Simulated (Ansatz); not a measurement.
```xyz
26

C    -0.611   -1.776   -1.801
C    -0.933   -0.453   -1.124
C     0.024    0.003   -0.009
C     1.431    0.202   -0.573
C     0.043   -1.066    1.096
C     0.896   -0.768    2.320
C    -0.500    1.322    0.584
C    -0.644    2.494   -0.375
H    -0.668   -2.621   -1.112
H     0.388   -1.773   -2.244
H    -1.321   -1.970   -2.608
H    -1.945   -0.502   -0.705
H    -0.961    0.325   -1.893
H     1.890   -0.752   -0.843
H     1.416    0.825   -1.470
H     2.086    0.689    0.154
H     0.391   -2.007    0.659
H    -0.991   -1.244    1.416
H     0.541    0.103    2.873
H     0.878   -1.617    3.008
H     1.941   -0.591    2.053
H     0.171    1.626    1.394
H    -1.471    1.122    1.055
H    -0.968    3.386    0.166
H     0.302    2.738   -0.864
H    -1.384    2.304   -1.155
```

The species carries charge 0 and has multiplicity 1.

Problem. List the PBE/def2-TZVPP orbital energies in eV (Ansatz 0.2.0). (Best estimate.)

Solution. The calculation gave: Occupied: -269.04, -268.59, -268.59, -268.59, -268.44, -268.44, -268.44, -268.39, -20.65, -18.45, -18.45, -17.34, -16.07, -14.89, -14.89, -12.56, -11.20, -11.20, -11.01, -10.54, -10.53, -9.43, -9.15, -9.06, -9.06, -8.70, -8.70, -8.46, -7.84, -7.84, -7.28, -7.07, -7.07. Lowest empty: 0.34, 0.92, 0.92, 1.18, 1.85, 1.85, 1.96, 2.14.
